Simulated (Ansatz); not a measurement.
System: hcp Os. Method: HSE06 in Ansatz (PAW).

Numerical settings: plane-wave cutoff 460 eV, 12×12×6 k mesh (along the axes of the cell as run), Fermi–Dirac smearing 0.05 eV, no spin polarisation, scalar-relativistic PAW data made under PBE.

Computed at the level's own relaxed cell.

Task: Give the computed lattice constant a and lattice parameter c.

Result: 
- lattice constant a: 2.721 Å
- lattice parameter c: 4.302 Å

Measured, for comparison: lattice constant a 2.734 Å (293 K, not corrected to a static lattice, our sources range from 2.734 to 2.740; as tabulated in Wikipedia's data pages); lattice parameter c 4.320 Å (293 K, not corrected to a static lattice; as tabulated in Wikipedia's data pages). Computed (rounded) less measured: lattice constant a -0.5 % (-0.5 % to -0.7 % over the range), lattice parameter c -0.4 %. A static lattice is as a rule a little smaller and stiffer than an uncorrected measurement, which narrows the difference in the lattice constant a, lattice parameter c and would widen misses of the other sign.

Spin–orbit coupling is not included.

The result took about 25 core-minutes (a rough figure).

Ansatz is a first-principles code.
